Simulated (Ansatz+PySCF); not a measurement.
**singlet NH3 in separate pieces: levels of theory in one basis**

```xyz
4

N     0.0000    0.0000   -0.1456
H     0.0000    0.7999    0.5097
H     0.0000   -0.7999    0.5097
H    10.0000    0.0000    0.0000
```

Basis set: cc-pVDZ (spherical functions). Left uncorrelated: 1 orbital. Charge 0, multiplicity 1.

Computed with Ansatz (development build ahead of 0.2.0); each method stands on the lowest determinant of its kind that the runs found. NEVPT2 correlates all electrons. Active spaces start from the frontier orbitals, and the lowest solution found is given.

```csv
method,E − E(RHF) (eV),<S²> of the determinant
RHF,0.00,0.00
UHF,-7.63,1.01
RHF-MP2,-22.43,–
UHF-MP2,-11.55,1.01
UHF-CCSD,-12.09,1.01
RHF-CCSD(T),-12.98,–
UHF-CCSD(T),-12.16,1.01
RHF-CCSDT(Q),-12.18,–
UHF-CCSDT(Q),-12.17,1.01
"CASSCF(2,2)",-7.52,–
"SC-NEVPT2(2,2)",-11.63,–
```

(1) What does RHF-CCSD give on the same scale?

(2) Is a single determinant a sound starting point here?

## Answers

(1) -11.49 eV.

(2) It is doubtful. Unrestricted orbitals lower Hartree–Fock by 7.63 eV and <S²> is 1.01 where a pure state has 0.00, a sign of strong static correlation. The CASSCF(2,2) natural occupations are 1.00, 1.00.

Caution for RHF, RHF-MP2, RHF-CCSD, RHF-CCSD(T), RHF-CCSDT(Q): an unrestricted determinant lies well below. Caution for UHF, UHF-MP2, UHF-CCSD, UHF-CCSD(T), UHF-CCSDT(Q): the unrestricted determinant is a mixture of spin states. Caution for RHF-MP2, RHF-CCSD, RHF-CCSDT(Q): large amplitudes, a single reference is doubtful. Caution for UHF-MP2, UHF-CCSD, UHF-CCSD(T), UHF-CCSDT(Q): bonds are stretched, where a single reference can fail. Caution for RHF-CCSD(T): very large amplitudes, the method is breaking down; the program doubts this total. Caution for RHF-CCSDT(Q): the amplitudes may be one of several solutions.
